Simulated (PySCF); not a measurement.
## PN: energy against distance

Set-up: basis P aug-pcseg-1, N aug-pcseg-1; no relativity; PySCF 2.14. Energies in eV from P + N in their ground configurations at the same level. State: ¹Σ⁺ (singlet), closed shell.

All columns are PBE0. A positive dipole means P(−)N(+).

```json
{"R (Å)": "1.284", "E (eV)": "-3.556", "μ (D)": "-2.83", "Mulliken charge on P (basis-dependent)": "0.49", "HOMO (eV)": "-9.09", "LUMO (eV)": "-1.61", "Mayer bond order": "2.79", "⟨S²⟩": "0.00"}
{"R (Å)": "1.344", "E (eV)": "-4.806", "μ (D)": "-2.82", "Mulliken charge on P (basis-dependent)": "0.51", "HOMO (eV)": "-9.22", "LUMO (eV)": "-1.84", "Mayer bond order": "2.75", "⟨S²⟩": "0.00"}
{"R (Å)": "1.403", "E (eV)": "-5.499", "μ (D)": "-2.81", "Mulliken charge on P (basis-dependent)": "0.53", "HOMO (eV)": "-9.32", "LUMO (eV)": "-2.08", "Mayer bond order": "2.72", "⟨S²⟩": "0.00"}
{"R (Å)": "1.448", "E (eV)": "-5.744", "μ (D)": "-2.80", "Mulliken charge on P (basis-dependent)": "0.54", "HOMO (eV)": "-9.37", "LUMO (eV)": "-2.26", "Mayer bond order": "2.70", "⟨S²⟩": "0.00"}
{"R (Å)": "1.493", "E (eV)": "-5.808", "μ (D)": "-2.79", "Mulliken charge on P (basis-dependent)": "0.56", "HOMO (eV)": "-9.41", "LUMO (eV)": "-2.44", "Mayer bond order": "2.69", "⟨S²⟩": "0.00"}
{"R (Å)": "1.538", "E (eV)": "-5.732", "μ (D)": "-2.78", "Mulliken charge on P (basis-dependent)": "0.57", "HOMO (eV)": "-9.41", "LUMO (eV)": "-2.62", "Mayer bond order": "2.68", "⟨S²⟩": "0.00"}
{"R (Å)": "1.597", "E (eV)": "-5.466", "μ (D)": "-2.77", "Mulliken charge on P (basis-dependent)": "0.59", "HOMO (eV)": "-9.20", "LUMO (eV)": "-2.86", "Mayer bond order": "2.68", "⟨S²⟩": "0.00"}
{"R (Å)": "1.672", "E (eV)": "-4.951", "μ (D)": "-2.76", "Mulliken charge on P (basis-dependent)": "0.60", "HOMO (eV)": "-8.96", "LUMO (eV)": "-3.14", "Mayer bond order": "2.69", "⟨S²⟩": "0.00"}
{"R (Å)": "1.762", "E (eV)": "-4.172", "μ (D)": "-2.74", "Mulliken charge on P (basis-dependent)": "0.60", "HOMO (eV)": "-8.70", "LUMO (eV)": "-3.46", "Mayer bond order": "2.71", "⟨S²⟩": "0.00"}
{"R (Å)": "1.881", "E (eV)": "-3.392", "μ (D)": "-2.11", "Mulliken charge on P (basis-dependent)": "0.51", "HOMO (eV)": "-8.34", "LUMO (eV)": "-3.31", "Mayer bond order": "1.68", "⟨S²⟩": "1.01"}
```

A fit through these points gives, at Re = 1.489 Å, μ = -2.79 D and dμ/dR = 0.199 D/Å; the reduced mass is 9.643 u.

Q: How strong is the fundamental in the double-harmonic approximation, I = 42.26·(dμ/dR)²/μred km/mol?

A: I = 42.26·(0.199)²/9.643 = 0.174 km/mol at PBE0.

The closed-shell solution turns unstable on stretching: from about 1.88 Å a spin-polarised solution lies lower.

⟨S²⟩ of the unrestricted solution departs from its pure value on part of the curve, where spin states mix.
